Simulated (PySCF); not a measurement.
**Löwdin shares of the frontier orbitals**

Species: 1,4-dioxane, C₄H₈O₂.
SMILES with atom numbers: `[CH2:1]1[CH2:2][O:3][CH2:4][CH2:5][O:6]1` (hydrogens: H7, H8 on C1; H9, H10 on C2; H11, H12 on C4; H13, H14 on C5)

Structure used (GFN2-xTB), in Å, numbered top down from 1:
```
atom  x, y, z in Å
C1     0.0698    1.3854    0.0800
C2     1.2805    0.4674    0.2668
O3     0.8791   -0.7894    0.7701
C4    -0.0700   -1.3858   -0.0887
C5    -1.2810   -0.4676   -0.2732
O6    -0.8796    0.7886   -0.7782
H7    -0.3892    1.5868    1.0600
H8     0.3625    2.3256   -0.3890
H9     1.7906    0.3358   -0.6997
H10    1.9772    0.8839    0.9954
H11   -0.3614   -2.3271    0.3789
H12    0.3883   -1.5850   -1.0695
H13   -1.9795   -0.8844   -0.9999
H14   -1.7878   -0.3347    0.6949
```

The calculation used PySCF, TDDFT CAM-B3LYP/def2-SVPD, vertical, gas phase, core orbitals frozen in the response.

Kohn–Sham orbitals with the atoms that hold most of them (Löwdin shares over 4%, at most four atoms; ? is withheld):

```json
{"orbital": "HOMO-3", "ε (eV)": "-11.80", "atoms": "C4 15%, C2 15%, C5 15%, C1 15%"}
{"orbital": "HOMO-2", "ε (eV)": "-10.20", "atoms": "O6 24%, O3 24%, C1 7%, C5 7%"}
{"orbital": "HOMO-1", "ε (eV)": "-9.78", "atoms": "?"}
{"orbital": "HOMO", "ε (eV)": "-8.44", "atoms": "O3 28%, O6 28%, C5 9%, C4 9%"}
{"orbital": "LUMO", "ε (eV)": "?", "atoms": "?"}
{"orbital": "LUMO+1", "ε (eV)": "1.91", "atoms": "H13 9%, H11 9%, H8 9%, H10 9%"}
{"orbital": "LUMO+2", "ε (eV)": "1.99", "atoms": "O3 13%, O6 13%, H7 11%, H14 11%"}
```

(1) Which atoms hold the LUMO, and with what shares?

(2) Give the leading atoms of the HOMO-1.

(3) What is the LUMO energy, and the HOMO–LUMO gap?

Results:

(1) C2 (bonded to C, O and 2 H) 11%; C1 (bonded to C, O and 2 H) 11%; C4 (bonded to C, O and 2 H) 11%; C5 (bonded to C, O and 2 H) 11%.

(2) O3 (bonded to 2 C) 34%; O6 (bonded to 2 C) 34%; C2 (bonded to C, O and 2 H) 5%; C4 (bonded to C, O and 2 H) 5%. By element: oxygen 68%, carbon 10% or more.

(3) ε(LUMO) = 1.43 eV; the gap is 9.87 eV (0.3627 hartree).

Task: How does S1 compare with the orbital gap of 9.87 eV?

Result: S1 is at 6.99 eV (f = 0.0000), 2.88 eV below the gap, made of HOMO→LUMO (89%). Without the coupling terms of the response equations the lowest excitation would equal the gap.

Task: One configuration dominates each of S1 and S3. Which, and how do the shares of the two leading atoms of either orbital change from the occupied to the empty one?

Result: 
- S1 (6.99 eV, f 0.0000), HOMO→LUMO (89%): O3 28% → at most 11%, O6 28% → at most 11%, C2 at most 9% → 11%, C1 at most 9% → 11%
- S3 (7.62 eV, f 0.053), HOMO→LUMO+1 (97%): O3 28% → at most 10%, O6 28% → at most 10%, H13 at most 9% → 9%, H11 at most 9% → 9%

Löwdin shares depend on the basis, the more so with diffuse functions.

One conformer stands for the species.
